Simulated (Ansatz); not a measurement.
# SiNH₅ with PH₃: superposition error and deformation, part 2 of 3

Ansatz 0.2.0, Gaussian basis. Earlier steps stand in the parts before.

### Step 13. CCSD(T)/def2-TZVPPD

The inputs:

a/in.yaml

```yaml
crystal:
  periodic: [false, false, false]
  atoms:
    - {symbol: Si, position_ang: [-0.307218, -0.620629, -1.753958]}
    - {symbol: N, position_ang: [0.560661, 0.622325, -0.939395]}
    - {symbol: H, position_ang: [-0.640075, -1.674086, -0.760284]}
    - {symbol: H, position_ang: [-1.548825, -0.018627, -2.305013]}
    - {symbol: H, position_ang: [0.408677, -1.284295, -2.884193]}
    - {symbol: H, position_ang: [0.702535, 1.509160, -1.395982]}
    - {symbol: H, position_ang: [1.360322, 0.379469, -0.374931]}
basis:
  gaussian: {orbitals: "def2-TZVPPD.json"}
correlation: {method: ccsd_t}
```

b/in.yaml

```yaml
crystal:
  periodic: [false, false, false]
  atoms:
    - {symbol: P, position_ang: [0.382622, 0.152550, 2.386055]}
    - {symbol: H, position_ang: [-0.800966, -0.480870, 1.931458]}
    - {symbol: H, position_ang: [-0.185253, 1.450473, 2.337712]}
    - {symbol: H, position_ang: [0.067419, -0.035571, 3.758532]}
basis:
  gaussian: {orbitals: "def2-TZVPPD.json"}
correlation: {method: ccsd_t}
```

One command serves all of them, each in its own folder.

On the command line:

```console
$ ansatz run in.yaml --threads 4 --pin off --events-out ev --progress --plain --max-ram 9574MiB
```

a printed, shortened:

```text
Functional definition: HF
  name "HF"
  cite "Fock, Z. Phys. 61, 126 (1930) doi:10.1007/BF01340294"
  parent pbe
[...]
949 factors; integrals over basis functions are off by at most 1.0e-3 eV
[...]
mean field -9424.69389652 eV, -346.3511124101 hartree, gradient 1.2e-6 eV, S^2 0.000000; 0 other end points of the search recorded, 0 dependent functions left out
6 core orbitals not correlated: weight in the atoms' cores, before any rotation towards them, 1.000 or more for the frozen orbitals, at most 0.000 for the correlated occupied ones
reference -9424.69389652 eV, -346.3511124101 hartree; 7, 7 occupied and 157, 157 virtual orbitals, 949 factors
second order -9.63544479 eV of doubles, -0.00000000 eV of singles
cycle   1  -10.15250610 eV  change   -5.2e-1 eV  update   6.5e-2
[...]
cycle   9  -10.47152159 eV  change   -3.1e-6 eV  update   1.2e-5
perturbative correction -0.34244667 eV, -0.0125846830 hartree
Total energy: -9435.50786477 eV, -346.7485184135 hartree
```

b printed, shortened:

```text
[... 4 set-up lines as earlier in the session ...]
[...]
541 factors; integrals over basis functions are off by at most 1.0e-3 eV
[...]
mean field -9319.46774888 eV, -342.4841228091 hartree, gradient 1.8e-6 eV, S^2 0.000000; 0 other end points of the search recorded, 0 dependent functions left out
5 core orbitals not correlated: weight in the atoms' cores, before any rotation towards them, 1.000 or more for the frozen orbitals, at most 0.000 for the correlated occupied ones
reference -9319.46774888 eV, -342.4841228091 hartree; 4, 4 occupied and 90, 90 virtual orbitals, 541 factors
second order -4.65663530 eV of doubles, -0.00000000 eV of singles
cycle   1  -5.21500414 eV  change   -5.6e-1 eV  update   5.8e-2
[...]
cycle   9  -5.43176641 eV  change    2.1e-6 eV  update   3.6e-6
perturbative correction -0.18728020 eV, -0.0068824205 hartree
Total energy: -9325.08679549 eV, -342.6906189635 hartree
```

Wall times: 8.5 s (a), 0.7 s (b) on 4 threads of Arm Neoverse V1, shared host; peak memory 1.4 GiB.

### Step 14. Relaxing SiNH₅ alone

Contents of relax-a/in.yaml:

```yaml
crystal:
  periodic: [false, false, false]
  atoms:
    - {symbol: Si, position_ang: [-0.307218, -0.620629, -1.753958]}
    - {symbol: N, position_ang: [0.560661, 0.622325, -0.939395]}
    - {symbol: H, position_ang: [-0.640075, -1.674086, -0.760284]}
    - {symbol: H, position_ang: [-1.548825, -0.018627, -2.305013]}
    - {symbol: H, position_ang: [0.408677, -1.284295, -2.884193]}
    - {symbol: H, position_ang: [0.702535, 1.509160, -1.395982]}
    - {symbol: H, position_ang: [1.360322, 0.379469, -0.374931]}
basis:
  gaussian: {orbitals: def2-TZVP}
hamiltonian: {xc: pbe0, dispersion: d4}
relax: {f_tol: 0.005, max_steps: 200}
```

On the command line:

```console
$ ansatz run in.yaml --threads 4 --pin off --events-out ev --progress --plain --max-ram 9574MiB
```

Output, shortened:

```text
[... 5 set-up lines as earlier in the session ...]
[...]
643 factors; their error is unknown
[...]
mean field -9445.25502956 eV, -347.1067201126 hartree, gradient 4.9e-5 eV, S^2 0.000000; 0 other end points of the search recorded, 0 dependent functions left out
[...]
Atom 3 at    -1.553719    -0.022101    -2.301405 Å, force     0.000302     0.000554    -0.000451 eV/Å
Atom 4 at     0.403147    -1.280560    -2.890107 Å, force     0.001240     0.000574    -0.000193 eV/Å
Atom 5 at     0.717602     1.504698    -1.404349 Å, force    -0.000656    -0.000977    -0.000041 eV/Å
Atom 6 at     1.346810     0.383097    -0.359765 Å, force    -0.002734    -0.001133    -0.001885 eV/Å
Dipole moment:     0.244857     0.147288     0.010876 e Å
```

Wall time 3.5 s (4 threads of Arm Neoverse V1, shared host).

The steps of the relaxation:

| step | energy from step 1 (eV) | largest force component (eV/Å) |
| --- | --- | --- |
| 1 | 0.0000 | 0.0359 |
| 2 | -0.0001 | 0.0201 |
| 3 | -0.0001 | 0.0085 |
| 4 | -0.0001 | 0.0022 |
| 5 | -0.0002 | 0.0032 |

Distances of close pairs at the start and the end, largest changes first:

| bond | before (Å) | after (Å) | change (Å) |
| --- | --- | --- | --- |
| N2–H7 | 1.008 | 1.007 | -0.001 |
| Si1–N2 | 1.721 | 1.720 | -0.001 |
| Si1–H5 | 1.493 | 1.494 | +0.001 |
| N2–H6 | 1.008 | 1.007 | -0.000 |
| Si1–H3 | 1.486 | 1.486 | -0.000 |
| Si1–H4 | 1.486 | 1.486 | -0.000 |

### Step 15. Relaxing PH₃ alone

Contents of relax-b/in.yaml:

```yaml
crystal:
  periodic: [false, false, false]
  atoms:
    - {symbol: P, position_ang: [0.382622, 0.152550, 2.386055]}
    - {symbol: H, position_ang: [-0.800966, -0.480870, 1.931458]}
    - {symbol: H, position_ang: [-0.185253, 1.450473, 2.337712]}
    - {symbol: H, position_ang: [0.067419, -0.035571, 3.758532]}
basis:
  gaussian: {orbitals: def2-TZVP}
hamiltonian: {xc: pbe0, dispersion: d4}
relax: {f_tol: 0.005, max_steps: 200}
```

On the command line:

```console
$ ansatz run in.yaml --threads 4 --pin off --events-out ev --progress --plain --max-ram 9574MiB
```

Output, shortened:

```text
[... 5 set-up lines as earlier in the session ...]
[...]
414 factors; their error is unknown
[...]
mean field -9333.94103176 eV, -343.0160061448 hartree, gradient 4.8e-5 eV, S^2 0.000000; 0 other end points of the search recorded, 0 dependent functions left out
[...]
Total energy: -9333.96568163 eV, -343.0169120107 hartree
Atom 0 at     0.389756     0.150853     2.383714 Å, force     0.002593    -0.001007     0.001724 eV/Å
Atom 1 at    -0.801514    -0.478260     1.935936 Å, force    -0.002061    -0.001176    -0.000901 eV/Å
Atom 2 at    -0.187633     1.447091     2.340949 Å, force    -0.000845     0.002168    -0.000178 eV/Å
Atom 3 at     0.063213    -0.033102     3.753159 Å, force     0.000313     0.000015    -0.000645 eV/Å
Dipole moment:    -0.130997     0.030214     0.054910 e Å
```

It took 0.85 s on 4 threads of Arm Neoverse V1, shared host.

Step by step:

| step | energy from step 1 (eV) | largest force component (eV/Å) |
| --- | --- | --- |
| 1 | 0.0000 | 0.1303 |
| 2 | -0.0007 | 0.0227 |
| 3 | -0.0008 | 0.0026 |

Distances of close pairs at the start and the end, largest changes first:

| bond | before (Å) | after (Å) | change (Å) |
| --- | --- | --- | --- |
| P1–H2 | 1.417 | 1.420 | +0.002 |
| P1–H3 | 1.418 | 1.420 | +0.002 |
| P1–H4 | 1.421 | 1.420 | -0.001 |

### Step 16. PBE-D4/def2-TZVPPD

Contents of free-a/in.yaml:

```yaml
crystal:
  periodic: [false, false, false]
  atoms:
    - {symbol: Si, position_ang: [-0.308002, -0.619359, -1.754619]}
    - {symbol: N, position_ang: [0.561069, 0.623218, -0.942623]}
    - {symbol: H, position_ang: [-0.630830, -1.675676, -0.760888]}
    - {symbol: H, position_ang: [-1.553719, -0.022101, -2.301405]}
    - {symbol: H, position_ang: [0.403147, -1.280560, -2.890107]}
    - {symbol: H, position_ang: [0.717602, 1.504698, -1.404349]}
    - {symbol: H, position_ang: [1.346810, 0.383097, -0.359765]}
basis:
  gaussian: {orbitals: "def2-TZVPPD.json"}
hamiltonian: {xc: pbe, dispersion: d4}
```

Contents of free-b/in.yaml:

```yaml
crystal:
  periodic: [false, false, false]
  atoms:
    - {symbol: P, position_ang: [0.389756, 0.150853, 2.383714]}
    - {symbol: H, position_ang: [-0.801514, -0.478260, 1.935936]}
    - {symbol: H, position_ang: [-0.187633, 1.447091, 2.340949]}
    - {symbol: H, position_ang: [0.063213, -0.033102, 3.753159]}
basis:
  gaussian: {orbitals: "def2-TZVPPD.json"}
hamiltonian: {xc: pbe, dispersion: d4}
```

Each run has its own folder and the same command.

On the command line:

```console
$ ansatz run in.yaml --threads 4 --pin off --events-out ev --progress --plain --max-ram 9574MiB
```

Log of free-a, shortened:

```text
[... 4 set-up lines as earlier in the session ...]
[...]
779 factors; their error is unknown
[...]
mean field -9444.32246422 eV, -347.0724489684 hartree, gradient 1.2e-5 eV, S^2 0.000000; 0 other end points of the search recorded, 0 dependent functions left out
reference -9444.32250574 eV, -347.0724504942 hartree; 13, 13 occupied and 157, 157 virtual orbitals, 779 factors
Total energy: -9444.40667740 eV, -347.0755437458 hartree
```

Output in free-b, shortened:

```text
[... 4 set-up lines as earlier in the session ...]
[...]
493 factors; their error is unknown
[...]
mean field -9333.07403210 eV, -342.9841444950 hartree, gradient 2.0e-5 eV, S^2 0.000000; 0 other end points of the search recorded, 0 dependent functions left out
reference -9333.07406284 eV, -342.9841456244 hartree; 9, 9 occupied and 90, 90 virtual orbitals, 493 factors
Total energy: -9333.10347892 eV, -342.9852266454 hartree
```

Wall times: 0.8 s (free-a), 0.3 s (free-b) on 4 threads of Arm Neoverse V1, shared host.

### Step 17. r2SCAN-D4/def2-TZVPPD

The same edit goes into each in.yaml of step 16 (free-a, free-b):

```diff
-hamiltonian: {xc: pbe, dispersion: d4}
+hamiltonian: {xc: r2scan, dispersion: d4}
```

One command serves all of them, each in its own folder.

On the command line:

```console
$ ansatz run in.yaml --threads 4 --pin off --events-out ev --progress --plain --max-ram 9574MiB
```

free-a printed, shortened:

```text
[... 5 set-up lines as earlier in the session ...]
[...]
779 factors; their error is unknown
[...]
mean field -9448.88960008 eV, -347.2402881155 hartree, gradient 5.5e-5 eV, S^2 0.000000; 0 other end points of the search recorded, 0 dependent functions left out
reference -9448.88961259 eV, -347.2402885751 hartree; 13, 13 occupied and 157, 157 virtual orbitals, 779 factors
Total energy: -9448.90897755 eV, -347.2410002245 hartree
```

Output in free-b, shortened:

```text
[... 5 set-up lines as earlier in the session ...]
[...]
493 factors; their error is unknown
[...]
mean field -9336.79395027 eV, -343.1208489662 hartree, gradient 6.7e-6 eV, S^2 0.000000; 0 other end points of the search recorded, 0 dependent functions left out
reference -9336.79395859 eV, -343.1208492721 hartree; 9, 9 occupied and 90, 90 virtual orbitals, 493 factors
Total energy: -9336.80053155 eV, -343.1210908238 hartree
```

Wall times: 1.7 s (free-a), 0.75 s (free-b) on 4 threads of Arm Neoverse V1, shared host.

### Step 18. PBE0-D4/def2-TZVPPD

Each input of step 17 (free-a, free-b) changes in the same lines:

```diff
-hamiltonian: {xc: r2scan, dispersion: d4}
+hamiltonian: {xc: pbe0, dispersion: d4}
+output: {orbitals: {seedname: orbitals}}
```

One command serves all of them, each in its own folder.

On the command line:

```console
$ ansatz run in.yaml --threads 4 --pin off --events-out ev --progress --plain --max-ram 9574MiB
```

Output in free-a, shortened:

```text
[... 5 set-up lines as earlier in the session ...]
[...]
796 factors; their error is unknown
[...]
mean field -9445.34346418 eV, -347.1099700250 hartree, gradient 1.9e-5 eV, S^2 0.000000; 0 other end points of the search recorded, 0 dependent functions left out
reference -9445.34349411 eV, -347.1099711247 hartree; 13, 13 occupied and 157, 157 virtual orbitals, 796 factors
Total energy: -9445.41286413 eV, -347.1125204260 hartree
```

Log of free-b, shortened:

```text
[... 5 set-up lines as earlier in the session ...]
[...]
517 factors; their error is unknown
[...]
mean field -9333.97140390 eV, -343.0171223003 hartree, gradient 1.3e-5 eV, S^2 0.000000; 0 other end points of the search recorded, 0 dependent functions left out
reference -9333.97142691 eV, -343.0171231459 hartree; 9, 9 occupied and 90, 90 virtual orbitals, 517 factors
Total energy: -9333.99528930 eV, -343.0180000724 hartree
```

They took 1.1 s (free-a), 0.35 s (free-b) on 4 threads of Arm Neoverse V1, shared host.

### Step 19. B3LYP-D4/def2-TZVPPD

Each input of step 18 (free-a, free-b) changes in the same lines:

```diff
-hamiltonian: {xc: pbe0, dispersion: d4}
-output: {orbitals: {seedname: orbitals}}
+hamiltonian: {xc: {name: B3LYP}, dispersion: d4}
```

One command serves all of them, each in its own folder.

On the command line:

```console
$ ansatz run in.yaml --threads 4 --pin off --events-out ev --progress --plain --max-ram 9574MiB
```

Output in free-a, shortened:

```text
[... 6 set-up lines as earlier in the session ...]
[...]
789 factors; their error is unknown
[...]
mean field -9451.39130918 eV, -347.3322242293 hartree, gradient 2.2e-5 eV, S^2 0.000000; 0 other end points of the search recorded, 0 dependent functions left out
reference -9451.39154659 eV, -347.3322329540 hartree; 13, 13 occupied and 157, 157 virtual orbitals, 789 factors
Total energy: -9451.52788117 eV, -347.3372431573 hartree
```

Log of free-b, shortened:

```text
[... 6 set-up lines as earlier in the session ...]
[...]
512 factors; their error is unknown
[...]
mean field -9338.34270997 eV, -343.1777648354 hartree, gradient 1.3e-5 eV, S^2 0.000000; 0 other end points of the search recorded, 0 dependent functions left out
reference -9338.34290641 eV, -343.1777720544 hartree; 9, 9 occupied and 90, 90 virtual orbitals, 512 factors
Total energy: -9338.39067955 eV, -343.1795276850 hartree
```

Times: 1.2 s (free-a), 0.4 s (free-b) on 4 threads of Arm Neoverse V1, shared host.

### Step 20. wB97X-V/def2-TZVPPD

The same edit goes into each in.yaml of step 19 (free-a, free-b):

```diff
-hamiltonian: {xc: {name: B3LYP}, dispersion: d4}
+hamiltonian: {xc: {name: wB97X-V}}
```

The same command starts each run, in its folder.

On the command line:

```console
$ ansatz run in.yaml --threads 4 --pin off --events-out ev --progress --plain --max-ram 9574MiB
```

Log of free-a, shortened:

```text
[... 5 set-up lines as earlier in the session ...]
[...]
      + integral(e_c_pw_opposite_spin*poly(b97_u_opposite, cos0, cos1)) + vv10(b, c)
789 factors; their error is unknown
239 factors; integrals over basis functions are off by at most 1.6e-5 eV
[...]
mean field -9448.83400622 eV, -347.2382450787 hartree, gradient 2.5e-5 eV, S^2 0.000000; 0 other end points of the search recorded, 0 dependent functions left out
reference -9448.83400419 eV, -347.2382450042 hartree; 13, 13 occupied and 157, 157 virtual orbitals, 789 factors
Total energy: -9448.83400419 eV, -347.2382450042 hartree
```

Log of free-b, shortened:

```text
[... 5 set-up lines as earlier in the session ...]
[...]
      + integral(e_c_pw_opposite_spin*poly(b97_u_opposite, cos0, cos1)) + vv10(b, c)
502 factors; their error is unknown
148 factors; integrals over basis functions are off by at most 1.9e-5 eV
[...]
mean field -9336.12228356 eV, -343.0961656699 hartree, gradient 7.2e-6 eV, S^2 0.000000; 0 other end points of the search recorded, 0 dependent functions left out
reference -9336.12228215 eV, -343.0961656180 hartree; 9, 9 occupied and 90, 90 virtual orbitals, 502 factors
Total energy: -9336.12228215 eV, -343.0961656180 hartree
```

They took 3 s (free-a), 1 s (free-b) on 4 threads of Arm Neoverse V1, shared host.

### Step 21. wB97M-V/def2-TZVPPD

The same edit goes into each in.yaml of step 20 (free-a, free-b):

```diff
-hamiltonian: {xc: {name: wB97X-V}}
+hamiltonian: {xc: {name: wB97M-V}}
```

One command serves all of them, each in its own folder.

On the command line:

```console
$ ansatz run in.yaml --threads 4 --pin off --events-out ev --progress --plain --max-ram 9574MiB
```

Output in free-a, shortened:

```text
[... 5 set-up lines as earlier in the session ...]
  # Of w^i u^j: cxij and so on, Table III.
[...]
  gx(w, u) = 1 - cx + cx01*u + cx10*w
[...]
      + integral(e_c_pw_mod_opposite_spin*gos(b97_w_opposite, b97_u_opposite)) + vv10(b, c)
784 factors; their error is unknown
239 factors; integrals over basis functions are off by at most 1.6e-5 eV
[...]
mean field -9449.02652355 eV, -347.2453199603 hartree, gradient 6.9e-5 eV, S^2 0.000000; 0 other end points of the search recorded, 0 dependent functions left out
reference -9449.02657472 eV, -347.2453218408 hartree; 13, 13 occupied and 157, 157 virtual orbitals, 784 factors
Total energy: -9449.02657472 eV, -347.2453218408 hartree
```

free-b printed, shortened:

```text
[... 5 set-up lines as earlier in the session ...]
  # Of w^i u^j: cxij and so on, Table III.
[...]
  gx(w, u) = 1 - cx + cx01*u + cx10*w
[...]
      + integral(e_c_pw_mod_opposite_spin*gos(b97_w_opposite, b97_u_opposite)) + vv10(b, c)
502 factors; their error is unknown
148 factors; integrals over basis functions are off by at most 1.9e-5 eV
[...]
mean field -9336.66152347 eV, -343.1159823712 hartree, gradient 1.2e-5 eV, S^2 0.000000; 0 other end points of the search recorded, 0 dependent functions left out
reference -9336.66155790 eV, -343.1159836364 hartree; 9, 9 occupied and 90, 90 virtual orbitals, 502 factors
Total energy: -9336.66155790 eV, -343.1159836364 hartree
```

Times: 3.6 s (free-a), 1.1 s (free-b) on 4 threads of Arm Neoverse V1, shared host.

### Step 22. B2PLYP/def2-TZVPPD

Each input of step 21 (free-a, free-b) changes in the same lines:

```diff
-hamiltonian: {xc: {name: wB97M-V}}
+hamiltonian: {xc: {name: B2PLYP}}
```

The same command starts each run, in its folder.

On the command line:

```console
$ ansatz run in.yaml --threads 4 --pin off --events-out ev --progress --plain --max-ram 9574MiB
```

Log of free-a, shortened:

```text
[... 5 set-up lines as earlier in the session ...]
[...]
949 factors; integrals over basis functions are off by at most 1.0e-3 eV
[...]
mean field -9442.87858003 eV, -347.0193872030 hartree, gradient 4.5e-6 eV, S^2 0.000000; 0 other end points of the search recorded, 0 dependent functions left out
6 core orbitals not correlated: weight in the atoms' cores, before any rotation towards them, 1.000 or more for the frozen orbitals, at most 0.000 for the correlated occupied ones
reference -9442.87872828 eV, -347.0193926513 hartree; 7, 7 occupied and 157, 157 virtual orbitals, 949 factors
second order -11.64814499 eV of doubles, -0.00000000 eV of singles
Total energy: -9446.02372743 eV, -347.1349692382 hartree
```

free-b printed, shortened:

```text
[... 5 set-up lines as earlier in the session ...]
[...]
541 factors; integrals over basis functions are off by at most 1.0e-3 eV
[...]
mean field -9332.56972050 eV, -342.9656113855 hartree, gradient 1.3e-6 eV, S^2 0.000000; 0 other end points of the search recorded, 0 dependent functions left out
5 core orbitals not correlated: weight in the atoms' cores, before any rotation towards them, 1.000 or more for the frozen orbitals, at most 0.000 for the correlated occupied ones
reference -9332.56984481 eV, -342.9656159538 hartree; 4, 4 occupied and 90, 90 virtual orbitals, 541 factors
second order -5.75293073 eV of doubles, -0.00000000 eV of singles
Total energy: -9334.12313611 eV, -343.0226983561 hartree
```

Times: 1.8 s (free-a), 0.55 s (free-b) on 4 threads of Arm Neoverse V1, shared host.

### Step 23. BLYP-D4/def2-TZVPPD

Each input of step 22 (free-a, free-b) changes in the same lines:

```diff
-hamiltonian: {xc: {name: B2PLYP}}
+hamiltonian: {xc: {name: BLYP}, dispersion: d4}
```

One command serves all of them, each in its own folder.

On the command line:

```console
$ ansatz run in.yaml --threads 4 --pin off --events-out ev --progress --plain --max-ram 9574MiB
```

Log of free-a, shortened:

```text
[... 4 set-up lines as earlier in the session ...]
[...]
779 factors; their error is unknown
[...]
mean field -9449.77629800 eV, -347.2728736632 hartree, gradient 7.9e-5 eV, S^2 0.000000; 0 other end points of the search recorded, 0 dependent functions left out
reference -9449.77662618 eV, -347.2728857233 hartree; 13, 13 occupied and 157, 157 virtual orbitals, 779 factors
Total energy: -9449.96894367 eV, -347.2799532608 hartree
```

Log of free-b, shortened:

```text
[... 4 set-up lines as earlier in the session ...]
[...]
493 factors; their error is unknown
[...]
mean field -9337.42850898 eV, -343.1441685685 hartree, gradient 1.8e-5 eV, S^2 0.000000; 0 other end points of the search recorded, 0 dependent functions left out
reference -9337.42876793 eV, -343.1441780848 hartree; 9, 9 occupied and 90, 90 virtual orbitals, 493 factors
Total energy: -9337.49832111 eV, -343.1467341172 hartree
```

Times: 0.95 s (free-a), 0.35 s (free-b) on 4 threads of Arm Neoverse V1, shared host.

### Step 24. revPBE-D4/def2-TZVPPD

The same edit goes into each in.yaml of step 23 (free-a, free-b):

```diff
-hamiltonian: {xc: {name: BLYP}, dispersion: d4}
+hamiltonian: {xc: {name: revPBE}, dispersion: d4}
```

Each run has its own folder and the same command.

On the command line:

```console
$ ansatz run in.yaml --threads 4 --pin off --events-out ev --progress --plain --max-ram 9574MiB
```

free-a printed, shortened:

```text
[... 4 set-up lines as earlier in the session ...]
[...]
779 factors; their error is unknown
[...]
mean field -9448.37961304 eV, -347.2215464376 hartree, gradient 5.9e-5 eV, S^2 0.000000; 0 other end points of the search recorded, 0 dependent functions left out
reference -9448.37966590 eV, -347.2215483799 hartree; 13, 13 occupied and 157, 157 virtual orbitals, 779 factors
Total energy: -9448.66876847 eV, -347.2321727035 hartree
```

Output in free-b, shortened:

```text
[... 4 set-up lines as earlier in the session ...]
[...]
493 factors; their error is unknown
[...]
mean field -9335.90643704 eV, -343.0882334564 hartree, gradient 5.8e-5 eV, S^2 0.000000; 0 other end points of the search recorded, 0 dependent functions left out
reference -9335.90647518 eV, -343.0882348582 hartree; 9, 9 occupied and 90, 90 virtual orbitals, 493 factors
Total energy: -9336.02262315 eV, -343.0925032175 hartree
```

Times: 0.9 s (free-a), 0.3 s (free-b) on 4 threads of Arm Neoverse V1, shared host.

(Continued in part 3 of 3.)
